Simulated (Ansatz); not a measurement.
Two isomers of C2H6O2S: A = `CSC(O)O`, B = `CS(C)(=O)=O`.

Isolated molecules relaxed with PBE0-D4/def2-TZVP in Ansatz; ΔE leaves out vibrations. CCSD(T)/CBS is the MP2 limit (def2-TZVPP, def2-QZVPP) plus CCSD(T) − MP2 in def2-TZVPP, frozen cores. Functionals use def2-TZVPP. B3LYP here is the variant with VWN-RPA as its local correlation; programs differ in this. One conformer a species, not always the lowest.

**Question.** Which is lower in electronic energy at CCSD(T)/CBS, and by how much? (Best estimate.)

**Answer.** The calculation gave: A, by 3.6 kcal/mol.

**Question.** Give E(B) − E(A) in kcal/mol with PBE0-D4, B2PLYP, B3LYP-D4, r2SCAN-D4, B3LYP, ωB97M-V, HF/def2-TZVPP. (Estimate.)

**Answer.** Computed: PBE0-D4 3.1, B2PLYP 3.8, B3LYP-D4 4.7, r2SCAN-D4 -1.7, B3LYP 5.6, ωB97M-V 6.5, HF/def2-TZVPP 9.9. The order is the other way round with r2SCAN-D4.

Largest T1 diagnostic: 0.015.

In def2-TZVPP, CCSD(T) changes the Hartree–Fock value by −2.2 kcal/mol (the triples alone add −1.3 kcal/mol) and MP2 by −7.8 kcal/mol. The D4 term adds −0.9 kcal/mol with B3LYP and −0.4 kcal/mol with PBE0; it sums over pairs of atoms, weighted by their polarisabilities, and B3LYP, whose exchange is more repulsive, gets the larger term.
